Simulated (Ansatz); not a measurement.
Relaxation of H7NOSi (10 atoms, charge 0, multiplicity 1), to a largest force component of 0.03 eV/Å in at most 50 steps.

All numbers below come from RHF/def2-SVP in Ansatz.

```xyz
10
Properties=species:S:1:pos:R:3
Si 0.076 -0.475 -0.411
N 0.337 0.197 2.525
H -0.515 0.247 3.057
H 1.054 0.660 3.056
H 1.211 0.462 -0.367
H -1.193 0.179 -0.049
H -0.063 -0.952 -1.817
O 0.372 -1.841 0.510
H 0.304 -2.670 0.068
H 0.590 -0.796 2.449
```

Q: Where does it end, and by what steps?

A: It converged. After 6 steps the energy has fallen by 0.027 eV; H3 moved furthest, 0.19 Å.

```
step  energy less start (eV)  largest force component (eV/Å)  accepted
   0                  0.0000                           0.996       yes
   1                 -0.0200                           0.304       yes
   2                 -0.0233                           0.230       yes
   3                 -0.0244                           0.257       yes
   4                 -0.0253                           0.162       yes
   5                 -0.0256                           0.164       yes
   6                 -0.0268                           0.013       yes
```

```xyz
10
Properties=species:S:1:pos:R:3
Si 0.065 -0.504 -0.481
N 0.326 0.217 2.624
H -0.475 0.337 3.220
H 1.106 0.662 3.075
H 1.184 0.449 -0.388
H -1.213 0.135 -0.121
H -0.039 -0.952 -1.899
O 0.357 -1.866 0.430
H 0.339 -2.700 -0.009
H 0.522 -0.768 2.572
```

Whether the end is a true minimum wasn't checked by a vibrational analysis.

Time of the run: 7.6 s on 1 thread of Arm Neoverse V2, with other jobs on the host, peak memory 0.13 GiB.
